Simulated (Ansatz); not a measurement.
**C2H6O3: basis-set convergence**

The task here is to estimate one member of a computed series from the others.

The runs use Ansatz 0.2.0, Gaussian basis; one geometry, several basis sets.

The runs, in order: PBE0-D4/def2-SVP; ωB97M-V/def2-SVP; PBE0-D4/def2-QZVPP; ωB97M-V/def2-QZVPP; the functionals' def2-TZVPP values are taken from earlier runs.

### The relaxed structure

The geometry comes from an earlier relaxation with PBE0-D4 in a triple-zeta def2 set; it is a stationary point, not always the lowest conformer.

SMILES `COC(O)O`, 11 atoms, charge 0, spin multiplicity 1.

Atoms are counted from 1 here; the program's logs count them from 0.

Bond lengths: C1–O2 1.410 Å, C1–H6 1.094 Å, C1–H7 1.097 Å, C1–H8 1.089 Å, O2–C3 1.397 Å, C3–O4 1.376 Å, C3–O5 1.384 Å, C3–H9 1.101 Å, O4–H10 0.965 Å, O5–H11 0.962 Å. Angles: O2–C1–H6 111.3°, O2–C1–H7 111.2°, O2–C1–H8 107.0°, H6–C1–H7 108.9°, H6–C1–H8 109.5°, H7–C1–H8 109.0°, C1–O2–C3 113.4°, O2–C3–O4 113.5°, O2–C3–O5 106.4°, O2–C3–H9 109.7°, O4–C3–O5 109.1°, O4–C3–H9 105.7°, O5–C3–H9 112.5°, C3–O4–H10 106.8°, C3–O5–H11 107.1°.

Set-up of the first run:

in.yaml reads:

```yaml
crystal:
  periodic: [false, false, false]
  atoms:
    - {symbol: C, position_ang: [-1.291373, 0.246739, 0.758354]}
    - {symbol: O, position_ang: [-0.544480, 0.254712, -0.437528]}
    - {symbol: C, position_ang: [0.696915, -0.374977, -0.320870]}
    - {symbol: O, position_ang: [1.580253, 0.299218, 0.489934]}
    - {symbol: O, position_ang: [1.220070, -0.447652, -1.599836]}
    - {symbol: H, position_ang: [-0.771034, 0.786313, 1.554862]}
    - {symbol: H, position_ang: [-1.489746, -0.778572, 1.095481]}
    - {symbol: H, position_ang: [-2.238661, 0.739774, 0.544969]}
    - {symbol: H, position_ang: [0.567299, -1.367001, 0.138730]}
    - {symbol: H, position_ang: [1.859910, 1.085101, 0.004610]}
    - {symbol: H, position_ang: [0.476148, -0.500654, -2.208106]}
basis:
  gaussian: {orbitals: def2-SVP}
hamiltonian: {xc: pbe0, dispersion: d4}
output: {orbitals: {seedname: orbitals}}
```

The run is started by

```
ansatz run in.yaml --threads 4 --pin off --events-out ev --progress --plain --max-ram 10444MiB
```

Steps of the session up to this table: PBE0-D4 in def2-SVP; ωB97M-V in def2-SVP; PBE0-D4 in def2-QZVPP; ωB97M-V in def2-QZVPP.

One of the session's tables, all rows but one given; the rest of the session is left out.

It belongs to the step «Density functionals: the series». 

```
functional       basis  HOMO (eV)  LUMO (eV)
   PBE0-D4    def2-SVP      -7.98       2.16
   PBE0-D4  def2-TZVPP      -8.16       1.37
   PBE0-D4  def2-QZVPP      -8.21       0.80
   ωB97M-V    def2-SVP          ?          ?
   ωB97M-V  def2-TZVPP     -10.61       2.79
   ωB97M-V  def2-QZVPP     -10.66       1.93
```

Estimate the missing values for ωB97M-V, def2-SVP.

The run gave: HOMO (eV): -10.41; LUMO (eV): 3.81. In the column «HOMO (eV)» it lies between ωB97M-V, def2-TZVPP (-10.61) and PBE0-D4, def2-QZVPP (-8.21).
